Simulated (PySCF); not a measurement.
# The bond of MgSi, level by level

Aim: find the lowest electronic state of MgSi, scan its bond at several levels of theory, and get bond length, wavenumber and dissociation energy from each curve.

Method: Mg jorge-DZP-DKH, Si jorge-DZP-DKH, spin-free X2C with a Gaussian nucleus; program: PySCF 2.14.0.

## 1. Set-up

A driver script around PySCF takes these settings:

| Quantity | Value |
| --- | --- |
| atoms | Mg, Si |
| charge | 0 |
| basis | Mg jorge-DZP-DKH, Si jorge-DZP-DKH |
| Hamiltonian | spin-free X2C with a Gaussian nucleus |
| basis functions | 48 |
| electrons treated | 26 |
| masses in u | 23.9850, 27.9769 |
| levels | PBE0, PBE, r²SCAN, r²SCANh, M06, B97-3, HSE06, HF, MP2, SCS-MP2, CCSD, CCSD(T) |
| grid | 80 radial by 434 angular points |
| occupations | held fixed by the projection of orbital angular momentum |
| dissociation limit | Mg + Si, each in its ground configuration |
| starting distance in angstrom | 2.470 |
| values of 2S to try | 0, 2 |

Run with:

```
> OMP_NUM_THREADS=1 python dia.py task.json out
```

After this run come: First curve: PBE0; Other states along the same grid; PBE (GGA); r²SCAN (meta-GGA); r²SCANh (hybrid meta-GGA); M06 (hybrid meta-GGA); B97-3 (global hybrid GGA); HSE06; ROHF; MP2 and coupled cluster.

**Question.** What will these runs give? Wanted: for each run, Re; ωe; De; μ.

**Answer**, as computed:

Lowest PBE0 solution found, without spin–orbit coupling: ³Σ⁻ (triplet), unpaired electrons π ↑↑. State 2 has its PBE0 minimum 0.30 eV higher, as a spin-mixed determinant (⟨S²⟩ = 1.01), so this is no gap between pure states. State 3 has its PBE0 minimum 0.68 eV higher. State 4 has its PBE0 minimum 0.79 eV higher, as a spin-mixed determinant (⟨S²⟩ = 1.02), so this is no gap between pure states. The other levels ran on the lowest alone.

```tsv
level	Re (Å)	ωe (cm⁻¹)	De (eV)	μ (D)
ROHF	2.806	159.6	0.193	-3.09
ROHF-MP2	2.572	295.0	0.74	n/a
ROHF-SCS-MP2	2.602	272.9	0.60	n/a
ROHF-CCSD	2.624	273.6	0.64	n/a
ROHF-CCSD(T)	2.601	291.0	0.77	n/a
PBE	2.561	307	1.23	-3.22
r²SCAN	2.550	320	1.28	-3.38
r²SCANh	2.552	318	1.24	-3.38
PBE0	2.563	305	1.10	-3.37
B97-3	2.579	295.6	0.98	-3.50
M06	2.525	318	1.09	-3.27
HSE06	2.564	303	1.11	-3.37
```

De is counted to Mg + Si in their ground configurations. A positive dipole means Mg(−)Si(+). ⟨S²⟩ is off the pure value of 2.00 by over a tenth at r²SCAN 2.26, r²SCANh 2.30.

**Reading.** Bond lengths run from 2.525 Å (M06) to 2.806 Å (ROHF). CCSD(T) can't serve as the judge here: for a weak bond in this basis it is far from its limit. Among the levels with a De in the table, it runs from 0.193 eV (ROHF) to 1.28 eV (r²SCAN).

Correlated steps freeze 6 core orbitals.
